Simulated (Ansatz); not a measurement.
A calculation with Ansatz (development build ahead of 0.2.0).

```yaml
crystal:
  periodic: [false, false, false]
  atoms:
    - { symbol: H, position_ang: [0.37, 0.0, 2.8] }
    - { symbol: H, position_ang: [-0.37, 0.0, 2.8] }
    - { symbol: Li, position_ang: [1.34, 0.0, 0.0] }
    - { symbol: Li, position_ang: [-1.34, 0.0, 0.0] }
basis:
  gaussian: { orbitals: "6-31G" }
hamiltonian:
  xc: hf
```

The input is written out in the form of the current development build from the run's settings.

Output:

```yaml
Converged: yes
Total_energy: -15.97942 hartree
Spin_squared_of_the_determinant: 0.000
```
